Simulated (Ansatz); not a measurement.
**Which is lower?**

The two ends of one reaction step of Si2H8O, singlet (PBE0-D4/def2-TZVP).

A:

```xyz
11
angstrom
Si -0.5849 -1.0803 0.6062
O 1.4570 0.1066 -1.4394
H -1.5579 -1.6113 1.6027
H -0.9636 -1.6380 -0.7214
Si -0.5913 1.2625 0.5778
H 2.1923 -0.4318 -1.1364
H 0.7558 -1.6154 0.9709
H 1.1149 -0.3414 -2.2171
H -0.9520 1.7750 -0.7690
H -1.6041 1.7745 1.5451
H 0.7337 1.7996 0.9804
```

B:

```
11
angstrom
Si -0.9062 -0.7530 -0.5744
O 0.6228 -1.2632 -0.9512
H -1.6778 -1.8333 0.1073
H -1.6690 -0.3938 -1.8060
Si -0.6989 1.1085 0.8257
H 2.5981 0.0705 0.0780
H 3.0454 0.5440 0.4455
H 0.7078 -2.0283 -1.5218
H 0.0328 2.2092 0.1450
H -2.0670 1.5857 1.1696
H 0.0120 0.7537 2.0822
```

Program: Ansatz 0.2.0. Basis: def2-TZVPP. Cores are frozen in the correlated methods. B3LYP uses VWN-RPA correlation.

(1) Which structure is lower at CCSD(T), and by how much? (To be estimated.)

No T1 diagnostic of these runs exceeds 0.012.

Answers

(1) The calculation gives: B, by 46.8 kJ/mol (electronic energy, against the other). By their contacts, A is a complex of Si₂H₆ ([SiH3][SiH3]) + H₂O and B is a complex of Si₂H₆O ([OH][SiH2][SiH3]) + H₂.

All methods give the same order:

```
      method  E(B) − E(A) (kJ/mol)
       SPW92                 -37.0
      PBE-D4                 -42.2
     BLYP-D4                 -51.0
   r2SCAN-D4                 -49.1
      B97M-V                 -45.8
     PBE0-D4                 -41.9
    B3LYP-D4                 -50.1
  r2SCAN0-D4                 -47.4
    BHLYP-D4                 -50.3
CAM-B3LYP-D4                 -50.4
     wB97X-V                 -47.1
     wB97M-V                 -46.2
      B2PLYP                 -51.9
    PBE-QIDH                 -46.4
  RPA on PBE                 -47.0
          HF                 -52.2
         MP2                 -52.9
        CCSD                 -46.2
     CCSD(T)                 -46.8
```

Labels in which every atom is bracketed show which atoms are joined, not bond orders.

For scale, one of the runs: CCSD(T)/def2-TZVPP, 227 basis functions, launched by `ansatz run in.yaml --threads 4 --pin off --events-out ev --progress --plain --max-ram 9574MiB`. The run took 55 s on 4 CPU threads of an Arm Neoverse V1 (shared host), with 3.5 GiB of host memory at its peak.
